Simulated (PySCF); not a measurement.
# Nitrogen: a sound run and one with changed settings

Sound run: N [He] 2s2 2p3, N⁺ [He] 2s2 2p2. Calculation: PySCF 2.14, in cc-pVTZ-DK (4s3p2d1f, 30 functions); scalar relativity by spin-free X2C-1e. The sound run starts from symmetry-adapted Hartree-Fock orbitals and uses a fine grid where one is needed.

Changed run: radial step 0.8 in ln r (0.13 in the sound run). This setting is unsound on purpose.

```json
{"species": "N", "method": "UHF", "sound run (hartree)": "-54.42989", "changed run (hartree)": "-54.42989", "converged": "yes"}
{"species": "N", "method": "TPSS", "sound run (hartree)": "-54.64046", "changed run (hartree)": "-54.66105", "converged": "yes"}
{"species": "N", "method": "M06-2X", "sound run (hartree)": "-54.61728", "changed run (hartree)": "-54.59802", "converged": "yes"}
{"species": "N⁺", "method": "UHF", "sound run (hartree)": "-53.91964", "changed run (hartree)": "-53.91964", "converged": "yes"}
{"species": "N⁺", "method": "TPSS", "sound run (hartree)": "-54.10227", "changed run (hartree)": "-54.11353", "converged": "yes"}
{"species": "N⁺", "method": "M06-2X", "sound run (hartree)": "-54.08248", "changed run (hartree)": "-54.06383", "converged": "yes"}
```

Ionisation energy of N:

```
method  sound run (eV)  changed run (eV)
   UHF          13.884            13.884
  TPSS          14.645            14.899
M06-2X          14.553            14.536
```

A coarse radial grid mis-integrates the density and the exchange-correlation energy, with errors of either sign; Hartree-Fock needs no grid.

For comparison, NIST gives 14.534 eV between the lowest levels.
